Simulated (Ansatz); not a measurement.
One geometry of the cluster SiS2⁻, several levels of theory.

```yaml
crystal:
  periodic: [false, false, false]
  atoms:
    - {symbol: Si, position_ang: [0.423372, 0.190096, -0.261797]}
    - {symbol: S, position_ang: [0.175677, 1.026554, 1.571755]}
    - {symbol: S, position_ang: [-0.599039, -1.216660, -1.309958]}
basis:
  gaussian: {orbitals: STO-3G}
total_charge: -1
magnetization: {spin_polarized: true, initial_magnetization: 1}
hamiltonian: {xc: hf}
scf: {omitted_lower_state_checks: [starts]}
output: {orbitals: {seedname: orbitals}}
```

The file start.molden holds the orbitals of an earlier run on this structure, at another level or in another basis.

```sh
$ ansatz run in.yaml --threads 4 --pin off --events-out ev --progress --plain --max-ram 3916MiB
```

Output, abridged:

```
Functional definition: HF
283 factors; integrals over basis functions are off by at most 8.2e-6 eV
mean field evaluation 1: about -29160.6951 eV, gradient 1.8e1 eV
mean field evaluation 2: about -29160.7165 eV, gradient 1.8e1 eV
mean field evaluation 4: about -29164.1604 eV, gradient 1.2e0 eV
mean field evaluation 8: about -29164.2063 eV, gradient 1.0e-2 eV
mean field -29164.20626605 eV, -1071.7648120685 hartree, gradient 1.0e-5 eV, S^2 0.769397; 0 other end points of the search recorded, 0 dependent functions left out
reference -29164.20626605 eV, -1071.7648120685 hartree; 24, 23 occupied and 3, 4 virtual orbitals, 283 factors
Total energy: -29164.20626605 eV, -1071.7648120685 hartree
Checks for a lower state left out: starts
```

First input, but with `gaussian: {orbitals: def2-TZVPD, initial_orbitals: start.molden}`, `hamiltonian: {xc: {name: LC-wPBE}}` (abridged; 2 s):

```
Functional definition: LC-wPBE
mean field -29542.94860669 eV, -1085.6833363659 hartree, gradient 1.3e-5 eV, S^2 0.762101
Total energy: -29542.94860669 eV, -1085.6833363661 hartree
Checks for a lower state left out: starts
```

As the first input, with `gaussian: {orbitals: def2-TZVPD, initial_orbitals: start.molden}`, `hamiltonian: {xc: {name: wB97M-V}}` (abridged; 6 s):

```
Functional definition: wB97M-V
mean field -29550.62079601 eV, -1085.9652841233 hartree, gradient 2.2e-5 eV, S^2 0.754610
Total energy: -29550.62084405 eV, -1085.9652858885 hartree
Checks for a lower state left out: starts
```

As the first input, with `gaussian: {orbitals: def2-TZVPD, initial_orbitals: start.molden}`, `hamiltonian: {xc: {text: "exchange = 0.50*pbe_x + 0.50*exact_x\ncorrelation = pbe_c"}}` (abridged; 2.3 s):

```
Functional definition: unnamed
mean field -29543.82768419 eV, -1085.7156418685 hartree, gradient 2.4e-5 eV, S^2 0.760754
Total energy: -29543.82770854 eV, -1085.7156427631 hartree
Checks for a lower state left out: starts
```

As the first input, with `gaussian: {orbitals: def2-TZVPD, initial_orbitals: start.molden}`, `correlation: {method: mp2}` and without the key `hamiltonian` (abridged; 1.4 s):

```
Functional definition: HF
mean field -29500.59110004 eV, -1084.1267267078 hartree, gradient 2.9e-6 eV, S^2 0.771550
15 core orbitals not correlated: weight in the atoms' cores, before any rotation towards them, 1.000 or more for the frozen orbitals, at most 0.000 for the correlated occupied ones
second order -11.88952287 eV of doubles, -0.00000000 eV of singles
Total energy: -29512.48062291 eV, -1084.5636586141 hartree
Checks for a lower state left out: starts
```

Geometry: PBE-D4/def2-TZVPD.

LC-ωPBE has ω = 0.4 bohr⁻¹. Correlated methods freeze 15 core orbitals. At HF/STO-3G the highest occupied level of the charge -1 doublet lies above zero (up to 2.84 eV). In Hartree–Fock with STO-3G the lack of diffuse functions raises the level. The structure comes from a short search, and lower isomers may exist.
